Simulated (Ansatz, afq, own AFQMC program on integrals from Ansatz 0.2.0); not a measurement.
## MgCl⁻, triplet: AFQMC among the cluster methods

```xyz
2

Cl    0.0000    0.0000    0.0000
Mg    0.0000    0.0000    5.0300
```

Basis aug-cc-pVDZ. Noble-gas cores (and the filled d shells of Ga–Kr and In–Xe) are frozen. Integrals, coupled cluster, full CI and functionals: Ansatz 0.2.0; the random walks run on the same integrals in our own AFQMC program. ph-AFQMC/CISD is guided by a CISD state made of CCSD amplitudes; releasing the constraint for a short imaginary time cuts its bias at the price of noise, slowly where states lie close. Error bars are statistical, one sigma.

Determinant: ROHF, the one that the program's search chose, which needn't be the lowest solution. The geometry is a point of a scan.

No full CI on the walks' own integrals is used here; CCSDT(Q) serves as the reference and is uncertain by about the last step of the cluster series.

Cautions: lower spins were not checked.

- T1 diagnostic: 0.0119
- weight of the determinant in the CISD state: 0.915
- size of the correlated space: 10 electrons in 44 orbitals

```json
{"level": "MP2", "correlation energy (eV)": "-4.3983"}
{"level": "CCSD", "correlation energy (eV)": "-4.7660"}
{"level": "CCSD(T)", "correlation energy (eV)": "-4.8823"}
```

Task: Estimate where AFQMC with the constraint released lies against CCSD(T) on the same integrals.

Result: 3.2 ± 2.1 kJ/mol below CCSD(T). The gap is under twice the noise, so this walk alone can't tell the two apart.

Reference: CCSDT(Q), correlation energy -4.902 eV. The released energy is read at 0.99 1/Eh, later times being too noisy (meV from the phaseless value at times in 1/Eh: -9 ± 14 at 0.24, -21 ± 13 at 0.51, -17 ± 22 at 0.99, -45 ± 24 at 1.62, -15 ± 26 at 2.40).

| level | E − E(reference) (kJ/mol) | share of correlation (%) |
| --- | --- | --- |
| CCSD(T) | 1.9 | 99.60 |
| CCSDT | 0.9 | 99.80 |
| ph-AFQMC/CISD | 0.3 ± 1.1 | 99.93 |
| released AFQMC | -1.3 ± 2.1 | 100.27 |

A walk keeps the symmetry of its determinant, which the program's search chose and which needn't be the lowest solution, so a lower state of the same spin and another symmetry isn't excluded. Released energies are given only where the last usable release times agree within the noise; a slower fall can still hide under it.
